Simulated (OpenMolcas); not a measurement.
# A workflow on BHCl2 (SMILES [H]B(Cl)Cl)

Aim: a single-point energy (UHF/STO-3G), then a single-point energy (CASSCF(2,2)/STO-3G), then a single-point energy (CASPT2(2,2)/STO-3G), then the energy (SC-NEVPT2(2,2)/STO-3G), then a single-point energy (MRCI(2,2)/STO-3G) of BHCl2. 

The calculation is run with OpenMolcas 26.06.

3 further runs of the same task are left out: 1 for a known fault of the program, 2 set aside as unsound or not needed.

## (1) Starting point

BHCl2: 4 atoms, total charge 0, spin state singlet. SMILES: `[H]B(Cl)Cl`. The B1–Cl2 distance was set to 2.977 Å, away from the relaxed value. At this shape a bond of the SMILES string is far longer than usual.

Bond lengths: B1–Cl3 1.702 Å, B1–H4 1.173 Å. Angles: Cl3–B1–H4 119.9°. A long bond or contact: B1–Cl2 2.977 Å.

## (2) A single-point energy at UHF/STO-3G (run 1)

step1.inp

```
&GATEWAY
BASLIB=$CurrDir
COORD
4
angstrom
B       -1.342769      -0.087292      -0.007405
Cl       1.633390      -0.145760       0.012580
Cl      -2.169039       1.400378      -0.026055
H       -1.948079      -1.092152      -0.004815
BASIS=STO-3G
GROUP=NoSym
&SEWARD
&SCF
UHF
SCRAMBLE=0.25
PRORBITALS=1 1
```

The basis set STO-3G is read from a file made from the Basis Set Exchange's data (not shown).

Launch:

```sh
$ export MOLCAS_MEM=1860
$ pymolcas step1.inp > step1.log
```

Output:

```text
--- Start Module: gateway ---
[...]
--- Stop Module: gateway /rc=_RC_ALL_IS_WELL_ ---
--- Start Module: seward ---
[...]
      Basis functions           24
--- Stop Module: seward /rc=_RC_ALL_IS_WELL_ ---
--- Start Module: scf ---
[...]
       Convergence after  20 Iterations
[...]
::    Total SCF energy                               -934.0242760935
[...]
      Total spin, S                                     0.5631340045
[...]
      Total electronic charge=   40.000000
      Total            charge=   -0.000000
[...]
      Dipole Moment (debye):
      Origin of the operator (angstrom)=   -0.4329    0.5102   -0.0068
                   X= -4.0846E-02               Y= -1.0863E+00               Z=  9.9377E-03           Total=  1.0871E+00
      Quadrupole Moment (debye*angstrom):
[...]
--- Stop Module: scf /rc=_RC_ALL_IS_WELL_ ---
[...]
```

It took 1.2 s on 1 thread of Intel Xeon 6975P-C (Granite Rapids), shared host; peak memory 0.37 GiB.

## (3) The energy at CASSCF(2,2)/STO-3G (run 2)

step2.inp

```
&GATEWAY
 BasLib
 $CurrDir
 Coord
 4
 angstrom
 B       -1.342769      -0.087292      -0.007405
 Cl       1.633390      -0.145760       0.012580
 Cl      -2.169039       1.400378      -0.026055
 H       -1.948079      -1.092152      -0.004815
 Basis
 STO-3G
 Group
 NoSym

&SEWARD

&RASSCF
 FileOrb
 $CurrDir/step1.UnaOrb
 Spin
 1
 Nactel
 2 0 0
 Inactive
 19
 Ras2
 2
 OrbListing
 Nothing
```

The basis set STO-3G is read from a file made from the Basis Set Exchange's data (not shown).

Launch:

```sh
$ export MOLCAS_MEM=1860
$ pymolcas step2.inp > step2.log
```

Output:

```text
--- Start Module: gateway ---
[...]
--- Stop Module: gateway /rc=_RC_ALL_IS_WELL_ ---
--- Start Module: seward ---
[...]
      Basis functions           24
--- Stop Module: seward /rc=_RC_ALL_IS_WELL_ ---
--- Start Module: rasscf ---
[...]
      Number of active orbitals                  2
[...]
      Spin quantum number                      0.0
[...]
      Active orbitals                            2
[...]
      Number of CSFs                             3
[...]
      Number of root(s) required                 1
[...]
      Convergence after 12 iterations
[...]
      printout of CI-coefficients larger than  0.05 for root  1
      energy=    -934.038338
      conf/sym  11     Coeff  Weight
             1  20  -0.89091 0.79372
             3  02   0.45418 0.20628
      Natural orbitals and occupation numbers for root  1
      sym 1:   1.587440   0.412560
      ************************************************************************************************************************
      *                                                    Final results                                                     *
[...]
::    RASSCF root number  1 Total energy:   -934.03833755
[...]
      Total electronic charge=   40.000000
      Total            charge=   -0.000000
[...]
      Dipole Moment (debye):
      Origin of the operator (angstrom)=   -0.4329    0.5102   -0.0068
                   X= -5.8769E-01               Y= -1.0266E+00               Z=  6.3545E-03           Total=  1.1830E+00
      Quadrupole Moment (debye*angstrom):
[...]
--- Stop Module: rasscf /rc=_RC_ALL_IS_WELL_ ---
[...]
```

Wall time 1.2 s (1 thread of Intel Xeon 6975P-C (Granite Rapids), shared host); peak memory 0.37 GiB.

## (4) The energy at CASPT2(2,2)/STO-3G (run 3)

step3.input

```
&gateway
baslib=$CurrDir
coord
4
angstrom
B       -1.342769      -0.087292      -0.007405
Cl       1.633390      -0.145760       0.012580
Cl      -2.169039       1.400378      -0.026055
H       -1.948079      -1.092152      -0.004815
basis=STO-3G
group=NoSym
&seward
&rasscf
fileorb=$CurrDir/step2.RasOrb
spin=1
nactel=2 0 0
inactive=19
ras2=2
orblisting=Nothing
&caspt2
imaginary=0.1
frozen=11
```

The basis set STO-3G is read from a file made from the Basis Set Exchange's data (not shown).

Launch:

```sh
$ export MOLCAS_MEM=1860
$ pymolcas step3.input > step3.log
```

Output:

```text
--- Start Module: gateway ---
[...]
--- Stop Module: gateway /rc=_RC_ALL_IS_WELL_ ---
[...]
      Basis functions           24
[...]
--- Start Module: rasscf ---
[...]
      Number of active orbitals                  2
[...]
      Spin quantum number                      0.0
[...]
      Active orbitals                            2
[...]
      Number of CSFs                             3
[...]
      Number of root(s) required                 1
[...]
      Convergence after  4 iterations
[...]
      printout of CI-coefficients larger than  0.05 for root  1
      energy=    -934.038338
      conf/sym  11     Coeff  Weight
             1  20  -0.89091 0.79372
             3  02   0.45418 0.20628
      Natural orbitals and occupation numbers for root  1
      sym 1:   1.587441   0.412559
      ************************************************************************************************************************
      *                                                    Final results                                                     *
[...]
::    RASSCF root number  1 Total energy:   -934.03833755
[...]
      Total electronic charge=   40.000000
      Total            charge=   -0.000000
[...]
      Dipole Moment (debye):
      Origin of the operator (angstrom)=   -0.4329    0.5102   -0.0068
                   X= -5.8769E-01               Y= -1.0266E+00               Z=  6.2995E-03           Total=  1.1830E+00
      Quadrupole Moment (debye*angstrom):
[...]
--- Stop Module: rasscf /rc=_RC_ALL_IS_WELL_ ---
--- Start Module: caspt2 ---
[...]
      E2 (Variational):          -0.0360959098
      Total energy:            -934.0744334588
[...]
      Reference weight:           0.98090
[...]
::    CASPT2 Root  1     Total energy:   -934.07443346
[...]
--- Stop Module: caspt2 /rc=_RC_ALL_IS_WELL_ ---
[...]
```

Wall time 1.2 s (1 thread of Intel Xeon 6975P-C (Granite Rapids), shared host); peak memory 0.37 GiB.

## (5) The energy at SC-NEVPT2(2,2)/STO-3G (run 4)

step4.input

```
&GATEWAY
BASLIB = $CurrDir
COORD
4
angstrom
B       -1.342769      -0.087292      -0.007405
Cl       1.633390      -0.145760       0.012580
Cl      -2.169039       1.400378      -0.026055
H       -1.948079      -1.092152      -0.004815
BASIS = STO-3G
GROUP = NoSym
&SEWARD
&RASSCF
FILEORB = $CurrDir/step2.RasOrb
SPIN = 1
NACTEL = 2 0 0
INACTIVE = 19
RAS2 = 2
ORBLISTING = Nothing
&CASPT2
SC-NEVPT2
FROZEN = 11
```

The basis set STO-3G is read from a file made from the Basis Set Exchange's data (not shown).

Launch:

```sh
$ export MOLCAS_MEM=1860
$ pymolcas step4.input > step4.log
```

Output:

```text
--- Start Module: gateway ---
[...]
--- Stop Module: gateway /rc=_RC_ALL_IS_WELL_ ---
[...]
      Basis functions           24
[...]
--- Start Module: rasscf ---
[...]
      Number of active orbitals                  2
[...]
      Spin quantum number                      0.0
[...]
      Active orbitals                            2
[...]
      Number of CSFs                             3
[...]
      Number of root(s) required                 1
[...]
      Convergence after  4 iterations
[...]
      printout of CI-coefficients larger than  0.05 for root  1
      energy=    -934.038338
      conf/sym  11     Coeff  Weight
             1  20  -0.89091 0.79372
             3  02   0.45418 0.20628
      Natural orbitals and occupation numbers for root  1
      sym 1:   1.587441   0.412559
      ************************************************************************************************************************
      *                                                    Final results                                                     *
[...]
::    RASSCF root number  1 Total energy:   -934.03833755
[...]
      Total electronic charge=   40.000000
      Total            charge=   -0.000000
[...]
      Dipole Moment (debye):
      Origin of the operator (angstrom)=   -0.4329    0.5102   -0.0068
                   X= -5.8769E-01               Y= -1.0266E+00               Z=  6.2995E-03           Total=  1.1830E+00
      Quadrupole Moment (debye*angstrom):
[...]
--- Stop Module: rasscf /rc=_RC_ALL_IS_WELL_ ---
--- Start Module: caspt2 ---
[...]
      E2 (Variational):          -0.0353617412
[...]
      E2 (Variational):          -0.0353037092
      Total energy:            -934.0736412582
[...]
      Reference weight:           0.98176
[...]
::    SC-NEVPT2 Root  1     Total energy:   -934.07364126
[...]
--- Stop Module: caspt2 /rc=_RC_ALL_IS_WELL_ ---
[...]
```

Wall time 1.1 s (1 thread of Intel Xeon 6975P-C (Granite Rapids), shared host); peak memory 0.37 GiB.

## (6) A single-point energy at MRCI(2,2)/STO-3G (run 5)

step5.inp

```
* BCl2H MRCI
>>> EXPORT MOLCAS_PRINT=2

&GATEWAY
 BASLIB=$CurrDir
 COORD
 4
 angstrom
 B       -1.342769      -0.087292      -0.007405
 Cl       1.633390      -0.145760       0.012580
 Cl      -2.169039       1.400378      -0.026055
 H       -1.948079      -1.092152      -0.004815
 BASIS=STO-3G
 GROUP=NoSym

&SEWARD

&RASSCF
 FILEORB=$CurrDir/step2.RasOrb
 SPIN=1
 NACTEL=2 0 0
 INACTIVE=19
 RAS2=2
 ORBLISTING=Nothing

&MOTRA
 LUMORB
 FROZEN=11

&GUGA
 ELECTRONS=18
 SPIN=1
 INACTIVE=8
 ACTIVE=2
 CIALL=1

&MRCI
 SDCI
```

The basis set STO-3G is read from a file made from the Basis Set Exchange's data (not shown).

Launch:

```sh
$ export MOLCAS_MEM=1860
$ pymolcas step5.inp > step5.log
```

Output:

```text
--- Start Module: gateway ---
[...]
--- Stop Module: gateway /rc=_RC_ALL_IS_WELL_ ---
[...]
      Basis functions           24
[...]
      Number of active orbitals                  2
[...]
      Spin quantum number                      0.0
[...]
      Active orbitals                            2
[...]
      Number of CSFs                             3
[...]
      Number of root(s) required                 1
[...]
      Convergence after  4 iterations
[...]
      printout of CI-coefficients larger than  0.05 for root  1
      energy=    -934.038338
      conf/sym  11     Coeff  Weight
             1  20  -0.89091 0.79372
             3  02   0.45418 0.20628
      Natural orbitals and occupation numbers for root  1
      sym 1:   1.587441   0.412559
      ************************************************************************************************************************
      *                                                    Final results                                                     *
[...]
::    RASSCF root number  1 Total energy:   -934.03833755
[...]
      Dipole Moment (debye):
      Origin of the operator (angstrom)=   -0.4329    0.5102   -0.0068
                   X= -5.8769E-01               Y= -1.0266E+00               Z=  6.2995E-03           Total=  1.1830E+00
      Quadrupole Moment (debye*angstrom):
[...]
--- Start Module: guga ---
[...]
--- Stop Module: guga /rc=_RC_ALL_IS_WELL_ ---
[...]
       (But an ACPF correction will be computed)
       USE THE DEFAULT ACPF G-VALUE GFAC=  0.11111111111111110
[...]
                      CI ENERGY:  -934.08529433
[...]
                ACPF CORRECTION:    -0.00167465
[...]
      Total electronic charge=   40.000000
      Total            charge=   -0.000000
[...]
     ACPF CORRECTION:     -0.00167465
[...]
  CI State   1     Total energy:   -934.08529433     QDav:     -0.00189241     QACPF:     -0.00167465
[...]
```

Run time: 1.2 s. Hardware: 1 thread of Intel Xeon 6975P-C (Granite Rapids), shared host; peak memory 0.37 GiB.

## (7) Summary of results

| quantity | value |
| --- | --- |
| run 1, UHF/STO-3G: total energy | -934.02428 Eh |
| run 1, UHF/STO-3G: dipole moment | 1.09 D |
| run 1, UHF/STO-3G: HOMO energy | -8.69 eV |
| run 1, UHF/STO-3G: LUMO energy | 1.84 eV |
| run 1, UHF/STO-3G: HOMO–LUMO gap | 10.53 eV |
| run 1, UHF/STO-3G: ⟨S²⟩ | 0.880 |
| run 2, CASSCF(2,2)/STO-3G: total energy | -934.03834 Eh |
| run 2, CASSCF(2,2)/STO-3G: dipole moment (CASSCF density) | 1.18 D |
| run 3, CASPT2(2,2)/STO-3G: total energy | -934.07443 Eh |
| run 3, CASPT2(2,2)/STO-3G: dipole moment (CASSCF density) | 1.18 D |
| run 4, SC-NEVPT2(2,2)/STO-3G: total energy | -934.07364 Eh |
| run 4, SC-NEVPT2(2,2)/STO-3G: dipole moment (CASSCF density) | 1.18 D |
| run 5, MRCI(2,2)/STO-3G: total energy | -934.08529 Eh |
| run 5, MRCI(2,2)/STO-3G: dipole moment (CASSCF density) | 1.18 D |

⟨S²⟩ (run 1, UHF/STO-3G) is 0.88 where a pure singlet has 0.00: the reference is spin-contaminated. Mulliken charges (run 3, CASPT2(2,2)/STO-3G) of the CASSCF density run from -0.19 on Cl3 to +0.30 on B1; they depend strongly on the basis.
